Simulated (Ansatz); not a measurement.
Species: CH3Cl, SMILES `CCl` (charge 0, multiplicity 1).

### Question
Give a relaxed geometry from B3LYP-D3(BJ)/def2-TZVP in Ansatz (a quantum-chemistry and plane-wave program).

### Answer
the end point of this relaxation (outside a Z-matrix the atoms follow the SMILES, hydrogens last).
Z-matrix (Å, degrees):
```
C
H 1 1.0858
H 1 1.0858 2 110.57
H 1 1.0858 2 110.57 3 -122.80
Cl 1 1.7944 2 108.35 4 -118.60
```
